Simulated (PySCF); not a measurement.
Numbering as in the mapped SMILES `[CH2:1]=[CH:2][CH2:3]/[CH:4]=[CH:5]\[CH3:6]` (H(Xn): hydrogen on atom n). Ha(C1) is cis to C3; Hb(C1) is trans to C3.

GIAO PBE0/pcSseg-1 shifts (PySCF 2.14.0 with density-fitted response routines, gas phase, non-relativistic, equivalent atoms averaged), each against references optimised in the same way as the molecule (TMS).

On the GFN2-xTB geometry: C2 146.6, C4 135.8, C5 132.3, C1 121.1, C3 38.3, C6 15.9, H(C2) 5.89, H(C5) 5.78, H(C4) 5.57, Ha(C1) 5.39, Hb(C1) 5.23, H(C3) 2.96, H(C6) 1.85 ppm.

Question: What changes on the PBE0-D3(BJ)/def2-SVP geometry?

Answer: 
| atoms | δ (ppm) | change |
| --- | --- | --- |
| C2 | 147.0 | +0.4 |
| C4 | 136.8 | +1.0 |
| C5 | 133.3 | +1.0 |
| C1 | 123.0 | +1.9 |
| C3 | 36.4 | -1.9 |
| C6 | 15.0 | -0.9 |
| H(C2) | 5.78 | -0.11 |
| H(C5) | 5.63 | -0.15 |
| H(C4) | 5.41 | -0.16 |
| Ha(C1) | 5.36 | -0.03 |
| Hb(C1) | 5.25 | +0.02 |
| H(C3) | 2.82 | -0.14 |
| H(C6) | 1.76 | -0.09 |

Bonds between heavy atoms that differ most (equivalent bonds averaged): C4–C5 1.324 → 1.339 Å, C1–C2 1.319 → 1.333 Å. Mean change of bonds to hydrogen: C–H +0.014 Å.
